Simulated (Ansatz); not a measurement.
Cost and result for the atomization energy of `C=C(O)OC` (11 atoms, 10 bonds).

```xyz
11

C     0.553    1.117   -0.782
C    -0.571    0.531   -0.373
O    -1.789    0.995   -0.698
O    -0.688   -0.567    0.397
C     0.507   -1.180    0.827
H     0.488    1.999   -1.400
H     1.524    0.734   -0.512
H    -2.441    0.414   -0.292
H     0.213   -2.038    1.427
H     1.101   -0.490    1.434
H     1.102   -1.514   -0.029
```

Charge 0, multiplicity 1. Geometry: relaxed with PBE0-D4/def2-TZVP. It is one conformer, not always the lowest. Program: Ansatz. All runs use 4 threads of an Arm Neoverse V2 on a shared host. Times are those of one run each, without the atoms' runs, and a repeat can differ threefold. Electronic energies, without spin–orbit coupling; frozen cores. CCSD(T)/CBS adds CCSD(T) − MP2 in def2-TZVPP to the MP2 limit, and its time is that of the two runs behind it. T1 = 0.012. B3LYP takes the VWN-RPA correlation (the form of Gaussian; ORCA's B3LYP/G).

CCSD(T)/CBS is a level of theory with its own doubt, some kJ/mol a heavy atom from the limit and from the frozen cores, so smaller differences don't rank the functionals.

```csv
level,functions,wall time
PBE-D4/def2-TZVPP (with forces),239,1.9 s
PBE0-D4/def2-TZVPP,239,1.9 s
B3LYP-D4/def2-TZVPP (with forces),239,3 s
r2SCAN-D4/def2-TZVPP (with forces),239,3.5 s
B2PLYP/def2-TZVPP,239,4 s
ωB97X-V/def2-TZVPP,239,5.5 s
ωB97M-V/def2-TZVPP (with forces),239,7.5 s
MP2/def2-QZVPP,465,17 s
CCSD(T)/def2-TZVPP,239,120 s
CCSD(T)/CBS(def2),–,2.2 min
```

Task: What atomization energy does each give, and how far from CCSD(T)/CBS? (An estimate is asked.)

Result: The calculation gave: 
| level | atomization (kcal/mol) | difference from CCSD(T)/CBS | per bond |
| --- | --- | --- | --- |
| PBE-D4/def2-TZVPP (with forces) | 1094.4 | 33.6 | 3.4 |
| PBE0-D4/def2-TZVPP | 1067.0 | 6.2 | 0.6 |
| B3LYP-D4/def2-TZVPP (with forces) | 1061.3 | 0.5 | 0.0 |
| r2SCAN-D4/def2-TZVPP (with forces) | 1066.0 | 5.2 | 0.5 |
| B2PLYP/def2-TZVPP | 1051.1 | -9.7 | -1.0 |
| ωB97X-V/def2-TZVPP | 1061.9 | 1.1 | 0.1 |
| ωB97M-V/def2-TZVPP (with forces) | 1064.9 | 4.1 | 0.4 |
| MP2/def2-QZVPP | 1072.8 | 12.0 | 1.2 |
| CCSD(T)/def2-TZVPP | 1033.1 | -27.7 | -2.8 |
| CCSD(T)/CBS(def2) | 1060.8 | 0.0 | 0.0 |

From PBE to PBE0 (25 % exact exchange), in def2-TZVPP and without D4, the atomization energy moves by −26.7 kcal/mol: exact exchange takes away binding that semilocal exchange gives to molecules. The D4 term adds +6.7 kcal/mol with B3LYP and +3.5 kcal/mol with PBE0; it sums over pairs of atoms, weighted by their polarisabilities, and B3LYP, whose exchange is more repulsive, gets the larger term. In def2-TZVPP, CCSD(T) changes the Hartree–Fock value by +283.1 kcal/mol (the triples alone add +18.1 kcal/mol) and MP2 by +306.5 kcal/mol; breaking electron pairs costs correlation energy, which Hartree–Fock lacks.
